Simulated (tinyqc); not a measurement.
Worked calculation: MP2 on RHF in the sto-3g basis, frozen core, for CH3-, spin multiplicity 1. The basis has no diffuse functions, so it cannot describe the extra electron: this is an exercise in the method, not the real anion. One step of it, computed by the program tinyqc.

Task: Second-order Moller-Plesset energy. E2 = sum_ijab (ia|jb) [2 (ia|jb) - (ib|ja)] / (e_i + e_j - e_a - e_b) over occupied i, j and virtual a, b; the opposite-spin part is (ia|jb)^2 / denominator, the rest is same-spin, and SCS-MP2 scales them by 6/5 and 1/3.

orbital energies (hartree): MO1 -10.391700, MO2 -0.387462, MO3 -0.082522, MO4 -0.082338, MO5 0.222025, MO6 0.967762, MO7 1.159877, MO8 1.160292

Two-electron integrals over orbitals (pq|rs), unique and non-zero (hartree); the lowest 1 orbital is frozen and left out:
```
(22|22) 0.483881    (32|32) 0.121656    (33|22) 0.460407    (33|33) 0.511624
(42|22) 0.000015    (42|33) -0.069418   (42|42) 0.121623    (43|32) -0.069446
(43|43) 0.055415    (44|22) 0.460412    (44|33) 0.400794    (44|42) 0.069453
(44|44) 0.511646    (52|22) -0.004330   (52|33) -0.002308   (52|42) 4.93e-07
(52|44) -0.002306   (52|52) 0.081680    (53|32) -0.002314   (53|43) 0.002713
(53|53) 0.017139    (54|22) -5.77e-07   (54|33) 0.002711    (54|42) -0.002309
(54|44) -0.002712   (54|52) -0.000008   (54|54) 0.017137    (55|22) 0.519365
(55|33) 0.459057    (55|42) -0.000009   (55|44) 0.459055    (55|52) 0.023144
(55|54) -0.000006   (55|55) 0.674492    (62|22) 0.069573    (62|33) 0.031817
(62|42) -0.000010   (62|44) 0.031868    (62|52) -0.003024   (62|54) -0.000005
(62|55) 0.138249    (62|62) 0.081931    (63|32) -0.047214   (63|43) 0.046811
(63|53) 0.003399    (63|63) 0.066440    (64|22) -0.000058   (64|33) 0.046724
(64|42) -0.047086   (64|44) -0.046790   (64|52) -0.000008   (64|54) 0.003393
(64|55) -0.000111   (64|62) -0.000116   (64|64) 0.066302    (65|22) -0.011214
(65|33) -0.004253   (65|42) -0.000010   (65|44) -0.004265   (65|52) 0.070551
(65|54) -0.000022   (65|55) 0.001905    (65|62) -0.013936   (65|64) 0.000009
(65|65) 0.068450    (66|22) 0.466641    (66|33) 0.452413    (66|42) -0.000194
(66|44) 0.452182    (66|52) -0.014628   (66|54) 0.000007    (66|55) 0.496545
(66|62) 0.051209    (66|64) 0.000056    (66|65) -0.019018   (66|66) 0.473638
(72|22) 0.000085    (72|33) 0.017401    (72|42) 0.012520    (72|44) -0.017317
(72|52) -1.69e-06   (72|54) 0.004392    (72|55) 0.000140    (72|62) 0.000027
(72|64) 0.043821    (72|65) -0.000013   (72|66) 0.000051    (72|72) 0.053839
(73|32) 0.045384    (73|43) -0.024115   (73|53) -0.002117   (73|63) -0.032101
(73|73) 0.032625    (74|22) 0.069144    (74|33) 0.060236    (74|42) -0.045481
(74|44) 0.011821    (74|52) 0.007909    (74|54) 0.002119    (74|55) 0.123437
(74|62) 0.076520    (74|64) 0.032084    (74|65) -0.003228   (74|66) 0.044522
(74|72) 0.005755    (74|74) 0.110076    (75|22) -0.000007   (75|33) -0.005083
(75|42) 0.010377    (75|44) 0.005078    (75|52) 0.000066    (75|54) 0.018104
(75|55) 4.79e-06    (75|62) -0.000014   (75|64) -0.003447   (75|65) 0.000040
(75|66) -0.000032   (75|72) 0.003838    (75|74) -0.003712   (75|75) 0.026295
(76|22) -0.000009   (76|33) -0.060116   (76|42) 0.107088    (76|44) 0.060113
(76|52) -0.000015   (76|54) -0.002677   (76|55) -0.000028   (76|62) -0.000023
(76|64) -0.043267   (76|65) -0.000022   (76|66) -0.000204   (76|72) 0.011577
(76|74) -0.045664   (76|75) 0.009048    (76|76) 0.107613    (77|22) 0.501650
(77|33) 0.444013    (77|42) 0.025002    (77|44) 0.509715    (77|52) 0.005173
(77|54) -0.002428   (77|55) 0.544386    (77|62) 0.082536    (77|64) -0.034362
(77|65) -0.003952   (77|66) 0.493177    (77|72) -0.026021   (77|74) 0.079716
(77|75) 0.000910    (77|76) 0.021873    (77|77) 0.580600    (82|32) 0.012528
(82|43) 0.017340    (82|53) 0.004392    (82|63) 0.043820    (82|73) -0.005606
(82|82) 0.053833    (83|22) 0.069178    (83|33) 0.011914    (83|42) 0.045388
(83|44) 0.060216    (83|52) 0.007911    (83|54) -0.002121   (83|55) 0.123458
(83|62) 0.076534    (83|64) -0.032160   (83|65) -0.003237   (83|66) 0.044367
(83|72) -0.005580   (83|74) 0.047656    (83|75) 0.003702    (83|76) 0.045531
(83|77) 0.091302    (83|83) 0.109993    (84|32) 0.045407    (84|43) -0.024149
(84|53) -0.002121   (84|63) -0.032158   (84|73) 0.029609    (84|82) -0.005654
(84|84) 0.032673    (85|32) 0.010383    (85|43) -0.005085   (85|53) 0.018106
(85|63) -0.003460   (85|73) 0.003705    (85|82) 0.003838    (85|84) 0.003705
(85|85) 0.026299    (86|32) 0.107161    (86|43) -0.060188   (86|53) -0.002686
(86|63) -0.043459   (86|73) 0.045559    (86|82) 0.011526    (86|84) 0.045583
(86|85) 0.009055    (86|86) 0.107719    (87|32) -0.024712   (87|43) 0.032679
(87|53) 0.002419    (87|63) 0.034178    (87|73) -0.005603   (87|82) 0.026128
(87|84) -0.005634   (87|85) -0.000889   (87|86) -0.021681   (87|87) 0.034205
(88|22) 0.501675    (88|33) 0.509620    (88|42) -0.024811   (88|44) 0.444137
(88|52) 0.005174    (88|54) 0.002419    (88|55) 0.544419    (88|62) 0.082487
(88|64) 0.034132    (88|65) -0.003947   (88|66) 0.493292    (88|72) 0.026215
(88|74) 0.091235    (88|75) -0.000898   (88|76) -0.021746   (88|77) 0.512012
(88|83) 0.079868    (88|88) 0.580581
```

Hartree-Fock energy = -38.77897466 hartree

Give: Terms; Pair energies; MP2 correlation energy; SCS-MP2 correlation energy; MP2 total energy.

Result:

Terms (the 40 largest of 74):
```
i  j  a  b  (ia|jb)  (ib|ja)  denominator       term
4  4  7  7   0.1101   0.1101      -2.4844    -0.0049
3  3  8  8   0.1100   0.1100      -2.4856    -0.0049
3  2  8  6   0.0765   0.0438      -2.5980    -0.0032
2  3  6  8   0.0765   0.0438      -2.5980    -0.0032
4  2  7  6   0.0765   0.0438      -2.5974    -0.0032
2  4  6  7   0.0765   0.0438      -2.5974    -0.0032
5  5  6  6   0.0684   0.0684      -1.4915    -0.0031
2  2  6  6   0.0819   0.0819      -2.7104    -0.0025
3  3  6  6   0.0664   0.0664      -2.1006    -0.0021
4  4  6  6   0.0663   0.0663      -2.1002    -0.0021
3  4  8  7   0.0477   0.0296      -2.4850    -0.0013
4  3  7  8   0.0477   0.0296      -2.4850    -0.0013
2  2  7  7   0.0538   0.0538      -3.0947    -0.0009
2  2  8  8   0.0538   0.0538      -3.0955    -0.0009
4  3  6  8  -0.0322  -0.0322      -2.2929  -4.51e-04
3  4  8  6  -0.0322  -0.0322      -2.2929  -4.51e-04
3  4  6  8  -0.0322  -0.0322      -2.2929  -4.51e-04
4  3  8  6  -0.0322  -0.0322      -2.2929  -4.51e-04
3  3  6  7  -0.0321  -0.0321      -2.2927  -4.49e-04
3  3  7  6  -0.0321  -0.0321      -2.2927  -4.49e-04
4  4  6  7   0.0321   0.0321      -2.2923  -4.49e-04
4  4  7  6   0.0321   0.0321      -2.2923  -4.49e-04
4  4  8  8   0.0327   0.0327      -2.4853  -4.30e-04
3  3  7  7   0.0326   0.0326      -2.4848  -4.28e-04
5  5  7  7   0.0263   0.0263      -1.8757  -3.69e-04
5  5  8  8   0.0263   0.0263      -1.8765  -3.69e-04
4  2  6  7   0.0438   0.0765      -2.5974  -1.88e-04
2  4  7  6   0.0438   0.0765      -2.5974  -1.88e-04
3  2  6  8   0.0438   0.0765      -2.5980  -1.87e-04
2  3  8  6   0.0438   0.0765      -2.5980  -1.87e-04
3  4  7  8   0.0296   0.0477      -2.4850  -1.38e-04
4  3  8  7   0.0296   0.0477      -2.4850  -1.38e-04
2  5  6  6  -0.0139  -0.0139      -2.1010  -9.24e-05
5  2  6  6  -0.0139  -0.0139      -2.1010  -9.24e-05
2  4  7  7   0.0058   0.0058      -2.7896  -1.19e-05
4  2  7  7   0.0058   0.0058      -2.7896  -1.19e-05
2  4  8  8  -0.0057  -0.0057      -2.7904  -1.15e-05
4  2  8  8  -0.0057  -0.0057      -2.7904  -1.15e-05
3  2  7  8  -0.0056  -0.0056      -2.7902  -1.13e-05
2  3  8  7  -0.0056  -0.0056      -2.7902  -1.13e-05
```

Pair energies (hartree; pair i-j sums ij and ji):
```
pair  opposite spin  same spin
2-2         -0.0043          0
3-2         -0.0060    -0.0008
3-3         -0.0083          0
4-2         -0.0060    -0.0008
4-3         -0.0043  -2.62e-04
4-4         -0.0083          0
5-2       -2.09e-04          0
5-3       -4.77e-05  -5.04e-08
5-4       -4.77e-05  -4.84e-08
5-5         -0.0039          0
```

MP2 correlation energy = -0.043439 hartree

SCS-MP2 correlation energy = -0.050472 hartree

MP2 total energy = -38.822413 hartree
